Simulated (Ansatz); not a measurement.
Z-matrix (Å, degrees):
```
C
C 1 1.519
H 1 1.094 2 111.1
H 1 1.094 2 111.0 3 -119.5
H 1 1.092 2 111.7 3 120.4
C 2 1.520 1 112.4 3 60.1
H 2 1.095 1 109.1 3 -177.4
H 2 1.097 1 109.7 3 -61.7
C 6 1.528 2 115.7 1 -173.1
H 6 1.097 2 108.5 1 -51.7
H 6 1.097 2 109.3 1 62.7
C 9 1.524 6 109.6 2 177.1
C 9 1.539 6 113.3 2 -55.2
H 9 1.100 6 106.9 2 61.0
H 12 1.093 9 110.3 6 -55.3
H 12 1.094 9 111.4 6 63.6
H 12 1.092 9 112.3 6 -175.2
C 13 1.523 9 111.9 6 173.7
C 13 1.523 9 113.5 6 -60.4
H 13 1.096 9 106.4 6 57.5
H 18 1.094 13 111.4 9 -50.6
H 18 1.093 13 110.7 9 -170.5
H 18 1.093 13 111.7 9 70.0
H 19 1.093 13 110.4 9 177.4
H 19 1.092 13 112.2 9 57.5
H 19 1.093 13 111.5 9 -63.5
```

The species carries charge 0 and has multiplicity 1.

(1) List the r2SCAN/def2-TZVPP orbital energies in eV (the Gaussian-basis code of Ansatz). (Estimate.)

Results:

(1) Ansatz gave: Occupied: -272.95, -272.93, -272.79, -272.68, -272.61, -272.55, -272.54, -272.52, -21.56, -20.24, -19.14, -17.69, -17.39, -15.86, -15.08, -13.55, -12.17, -11.69, -11.27, -10.90, -10.26, -10.00, -9.93, -9.62, -9.25, -9.20, -8.77, -8.53, -8.28, -8.04, -7.58, -7.49, -7.34. Lowest empty: 0.95, 1.54, 1.64, 1.90, 2.36, 2.64, 2.90, 2.97.
